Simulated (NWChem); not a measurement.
## tetrafluoroethylene (C2F4) in NWChem

SMILES: FC(F)=C(F)F
```xyz
6

F      1.1094     0.0000    -1.3959
C      0.0000     0.0000    -0.6723
F     -1.1094     0.0000    -1.3959
C      0.0000     0.0000     0.6723
F     -1.1094     0.0000     1.3959
F      1.1094     0.0000     1.3959
```
Charge 0, spin multiplicity 1.

All runs are NWChem calculations. The geometry was optimised at PBE/def2-SVP, a minimum by its harmonic frequencies.

The stability of the SCF solutions was not checked.

Worked example. At r2SCAN/def2-TZVP the molecule has a total energy of -475.52713 Ha and the free atoms (multiplicities F 2, C 3) F -99.72764, C -37.83292 Ha. The electronic atomisation energy is the atoms' sum less the molecule's energy.

4·(-99.72764) + 2·(-37.83292) = -474.57640 Ha for the atoms; less the molecule's energy this leaves 0.95073 Ha, or 596.6 kcal/mol (2496 kJ/mol), without zero-point, thermal or spin-orbit terms.
